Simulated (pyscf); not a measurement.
PySCF, gas phase, ωB97X-D3(BJ)/def2-SVP geometries. Correlated levels are frozen-core, on RHF or UHF. ΔMP2 is the change of the MP2 total energy from the triple- to the quadruple-zeta basis.

Question: For the elementary gas-phase step O=B–OH (SMILES O=BO) + SiH₄ (SMILES [SiH4]) → HO–BH–O–SiH₃ (SMILES OBO[SiH3]) (singlet surface; H–Si broken, B–H, O–Si formed), what barrier and reaction energy does CCSD(T)/def2-TZVPP + ΔMP2(QZVPP) give, measured from the separated reactants?

Answer: ΔE‡ = 12.3 kcal/mol, ΔE = -45.5 kcal/mol. Zero-point energy shifts the barrier by +2.1 kcal/mol. It is an addition across a multiple bond or ene-type step, with an imaginary mode of 422i cm⁻¹. One saddle was located; it need not be the lowest between these sides. The CCSD(T) − MP2 part came from Ansatz, without density fitting, on the same reference.
